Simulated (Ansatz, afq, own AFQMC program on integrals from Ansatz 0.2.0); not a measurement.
Two steps: Ansatz 0.2.0 writes the Fock matrix and Cholesky factors of the valence space, and afq projects on them the lowest state that overlaps trial and start.

```yaml
crystal:
  periodic: [false, false, false]
  atoms:
    - {symbol: Cl, position_ang: [0.000000, 0.000000, -1.239000]}
    - {symbol: H, position_ang: [0.000000, 0.000000, 0.164000]}
    - {symbol: H, position_ang: [0.000000, 0.000000, 1.075000]}
basis:
  gaussian: {orbitals: cc-pVTZ}
magnetization: {spin_polarized: true, initial_magnetization: 1}
correlation: {method: ccsd_t, electrons: outside_noble_gas, hamiltonian_folder: ham}
```

```sh
$ ansatz run in.yaml --threads 1 --pin off --events-out ev --progress --plain --max-ram 16896MiB --backend cuda --devices 0, --max-vram 18GiB
```

afq runs on the folder ham with

```
--method phaseless --trial cisd --walkers 4000 --populations 20 --least-time 60 --time-step 0.005 --steps-per-block 50 --equilibration-blocks 28 --max-blocks 4000 --target-error 0.00018 --factor-cut 1e-05 --start spin_pure --seed 4855 --release-times 0.24,0.51,0.99,1.62,2.4 --release-step 0.03 --release-every 3 --taylor-order 6
```

Times are imaginary, in 1/Eh. The walk had a cap of 192 s. With eight or more populations the least sampling time is a fifth of least-time, and the error comes from their spread.

afq prints:

```
orbitals 57  electrons 5 4  factors 341 of 349
reference energy -460.58212198 Eh
CCSD correlation -0.23620436 Eh in 10 cycles, weight of the determinant in the CISD state 0.9082
energy of the start -460.817166 Eh
 block  time / (1/Eh)  mean weight  energy / Eh
     1     0.250  1.0002  -460.816656
     2     0.500  0.9999  -460.819860
     3     0.750  1.0001  -460.822579
     4     1.000  1.0001  -460.824161
     5     1.250  0.9998  -460.826249
    10     2.500  1.0002  -460.827672
    15     3.750  1.0000  -460.827911
    20     5.000  0.9999  -460.826698
    25     6.250  0.9997  -460.826872
    30     7.500  1.0003  -460.828167
    35     8.750  0.9997  -460.827954
    36     9.000  0.9998  -460.828476
    40    10.000  1.0002  -460.827915
    45    11.250  1.0000  -460.827928
    50    12.500  1.0000  -460.827442
    55    13.750  0.9998  -460.827971
    60    15.000  0.9999  -460.827053
    65    16.250  1.0003  -460.827879
    70    17.500  0.9997  -460.827566
    75    18.750  0.9999  -460.826914
    78    19.500  0.9998  -460.827142
error from the spread of 20 populations
released: time / (1/Eh)  energy / Eh  error  mean overlap
  0.24  -460.827609  0.000085  1.0003
  0.51  -460.827674  0.000070  0.9990
  0.99  -460.827637  0.000082  0.9981
  1.62  -460.827785  0.000108  0.9931
  2.40  -460.827869  0.000109  0.9865
energy -460.827609 +/- 0.000095 Eh
(rows thinned)
```

The run passed its tests (sampling time, drift between the halves within three errors, error under three times the target), which doesn't prove that it has relaxed. The second half of the sampling lies above the first by 2.1 errors of their difference, so the energy may still be moving and its error bar be too small.

Against this walk (error 2.6 meV) on the same determinant: CCSD(T) 24.4 meV higher, CCSDT(Q) 3.2 meV lower (within the noise). The error is statistical and leaves out the bias of the constraint. The released energies are still falling (meV from the phaseless value at times in 1/Eh: 0.0 ± 2.3 at 0.24, -1.8 ± 1.9 at 0.51, -0.7 ± 2.2 at 0.99, -5 ± 3 at 1.62, -7 ± 3 at 2.40), so they give no level.

Cautions: constraint bias not in the error.

The walk took 85 s on 1 × NVIDIA H100 80GB HBM3 with 2 threads of AMD EPYC 7R13 Processor (Zen 3) (shared host) (the card was shared). The log's last line is the phaseless energy.

CCSDT and higher add their correlation energy to the determinant of the CCSD(T) run, since their own runs factorise the integrals more tightly (a shift of under 2 meV). A walk keeps the symmetry of its determinant, which the program's search chose and which needn't be the lowest solution, so a lower state of the same spin and another symmetry isn't excluded.
